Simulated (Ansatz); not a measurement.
Cartesian coordinates (Å):
```xyz
5

C     -0.1322    -0.0221     0.0000
S      1.6494    -0.0498     0.0046
H     -0.5442    -0.4905    -0.8947
H     -0.5479    -0.4729     0.9019
H     -0.4247     1.0344    -0.0107
```
Charge 0, spin multiplicity 2.

The numbers are results of frozen-core CCSD(T)/def2-TZVPP // PBE0-D4/def2-TZVP (Ansatz, an electronic-structure program), not measurements.

```
Quantity                       Result
----------------------  -------------
HF energy               -437.14702 Ha
MP2 correlation energy    -0.32516 Ha
```

Q: Estimate the CCSD correlation energy, the (T) correction, the total energy and the T1 diagnostic.

A: 
```
Quantity                        Result
-----------------------  -------------
CCSD correlation energy    -0.35993 Ha
(T) correction             -0.01406 Ha
CCSD(T) total energy     -437.52101 Ha
T1 diagnostic                    0.012
```
